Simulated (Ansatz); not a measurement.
Ansatz (a quantum-chemistry and plane-wave program) input:

Ansatz 0.2 input:
```yaml
crystal:
  periodic: [false, false, false]
  atoms:
    - {symbol: C, position_ang: [1.31060113, 0.01504024, 0.00000187]}
    - {symbol: C, position_ang: [0.00000000, -0.00000000, -0.00000000]}
    - {symbol: C, position_ang: [-1.31060113, -0.01504024, -0.00000187]}
    - {symbol: H, position_ang: [1.87750632, -0.40569906, -0.83203234]}
    - {symbol: H, position_ang: [1.86769925, 0.44867841, 0.83203769]}
    - {symbol: H, position_ang: [-1.87662651, 0.32924458, -0.86704697]}
    - {symbol: H, position_ang: [-1.86857905, -0.37222393, 0.86704163]}
basis:
  gaussian:
    orbitals: aug-cc-pVDZ
total_charge: 1
magnetization: {spin_polarized: true, initial_magnetization: 1}
correlation: {method: ccsd_t, electrons: outside_noble_gas}
output: {forces: true}
```

Question: Which total energy does the run end on?

Answer: -115.98072 Eh (CCSD(T)/aug-cc-pVDZ). The basis has 105 functions.

The determinant is spin-contaminated: <S^2> is 0.85 against 0.75 for a pure state.
